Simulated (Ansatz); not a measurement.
**BSiH₂ (doublet): from Hartree-Fock to the top rungs, def2-TZVPP**

The task here is to estimate one member of a computed series from the others.

The runs use Ansatz 0.2.0, Gaussian basis; def2-TZVPP, core rule «outside noble gas», up to 6 orbitals frozen.

To be run: UHF; ROHF; CCSD(T) on UHF.

## The geometry

The geometry is a PBE0/def2-TZVP stationary point (not a proven minimum) of the parent state, kept for this charge and spin.

4 atoms, charge 0, spin multiplicity 2.

Atoms are counted from 1 here; the program's logs count them from 0.

Bond lengths: Si1–B2 1.993 Å, B2–H3 1.191 Å, B2–H4 1.191 Å. Angles: Si1–B2–H3 115.4°, Si1–B2–H4 115.4°, H3–B2–H4 129.2°.

Coordinates:

```
Si    0.0000    0.0000    0.6500
B     0.0000    0.0000   -1.3428
H     0.0000   -1.0760   -1.8539
H     0.0000    1.0760   -1.8539
```

The first run:

Input file in.yaml:

```yaml
crystal:
  periodic: [false, false, false]
  atoms:
    - {symbol: Si, position_ang: [0.000000, 0.000000, 0.649966]}
    - {symbol: B, position_ang: [0.000000, 0.000000, -1.342837]}
    - {symbol: H, position_ang: [0.000000, -1.075954, -1.853888]}
    - {symbol: H, position_ang: [0.000000, 1.075954, -1.853888]}
basis:
  gaussian: {orbitals: def2-TZVPP}
magnetization: {spin_polarized: true, initial_magnetization: 1}
hamiltonian: {xc: hf}
output: {orbitals: {seedname: orbitals}}
```

On the command line:

```sh
ansatz run in.yaml --threads 1 --pin off --events-out ev --progress --plain --max-ram 2816MiB --backend cpu
```

Steps of the session up to this table: UHF; ROHF; CCSD(T) on UHF.

One table of the session follows, with a row left open; its other results are not shown here.

| method | from UCCSD(T) (kcal/mol) |
| --- | --- |
| ROHF | ? |
| UHF | +138.90 |
| UMP2 | +27.87 |
| UCCSD | +5.23 |
| UCCSD(T) | 0 |

Estimate the missing values for ROHF.

**Answer.** from UCCSD(T) (kcal/mol): +141.71. In the column «from UCCSD(T) (kcal/mol)» it is the highest.

Limits of these values: Warnings: spin contamination; coupled cluster took another determinant than the lowest.
